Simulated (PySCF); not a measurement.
**Solver options tried on F2⁺**

Aim: find out which solver settings change the answer for F2⁺.

The runs use PySCF 2.14.0; method and basis as typed in the scripts.

1 further run of the same task is left out (it didn't finish).

## Step 1: Starting geometry

F2⁺: 2 atoms, charge 1, spin multiplicity 2.

No contacts short enough for the rule that draws bonds.

## Step 2: The run that the others are compared with

The input, input.py:

```python
from pyscf import gto, dft
from pyscf.geomopt.geometric_solver import optimize

mol = gto.M(
    atom='F 0 0 0; F 0 0 1.529',
    basis='6-311++g**',
    charge=1,
    spin=1,
    verbose=3,
)
mf = dft.UKS(mol, xc='lc_wpbe')
mf.kernel()
g = mf.nuc_grad_method()
g.grid_response = True
mol_eq = optimize(g.as_scanner(), maxsteps=30)
print('optimised geometry (angstrom)')
print(mol_eq.tostring('raw'))
print('orbital energies (hartree):', [e[max(0, n-3):n+3].round(4) for e, n in zip(mf.mo_energy, mol.nelec)])
```

Launch:

```
$ OMP_NUM_THREADS=1 python input.py
```

Its log is not repeated here.

Base result: at the starting geometry E(SCF) = -198.839070 Eh, ⟨S²⟩ = 0.752, optimised bond 1.273 Å in 7 steps; the optimisation lowers the energy by 1.122 eV.

## Step 3: DIIS space 20

Edit 1 changes DIIS space: default → 20.

The input, input.py:

```python
from pyscf import gto, dft
from pyscf.geomopt.geometric_solver import optimize

mol = gto.M(
    atom='F 0 0 0; F 0 0 1.529',
    basis='6-311++g**',
    charge=1,
    spin=1,
    verbose=3,
)
mf = dft.UKS(mol, xc='lc_wpbe')
mf.diis_space = 20
mf.kernel()
g = mf.nuc_grad_method()
g.grid_response = True
mol_eq = optimize(g.as_scanner(), maxsteps=30)
print('optimised geometry (angstrom)')
print(mol_eq.tostring('raw'))
print('orbital energies (hartree):', [e[max(0, n-3):n+3].round(4) for e, n in zip(mf.mo_energy, mol.nelec)])
```

Launch:

```
$ OMP_NUM_THREADS=1 python input.py
```

## Step 4: Level shift 0.5 hartree

Edit 2 changes level shift: none → 0.5 hartree.

Edit input.py of step 2 so:

```diff
@@ -11,2 +11,3 @@
 mf = dft.UKS(mol, xc='lc_wpbe')
+mf.level_shift = 0.5
 mf.kernel()
```

**Question.** What will these runs give? Wanted: for each run, E(SCF); from base; gap, α spin; after the SCF.

As calculated:

```
                    run  E(SCF) (hartree)  from base (eV)  gap, α spin (eV)            after the SCF
                   base       -198.839070               0             11.43  bond 1.273 Å, -1.122 eV
          DIIS space 20       -198.839070          0.0000             11.43  bond 1.273 Å, -1.122 eV
level shift 0.5 hartree       -198.839070          0.0000             11.43  bond 1.273 Å, -1.122 eV
```

SCF columns refer to the geometry typed in the script.

No change of the SCF energy comes from DIIS space 20 or level shift 0.5 hartree.
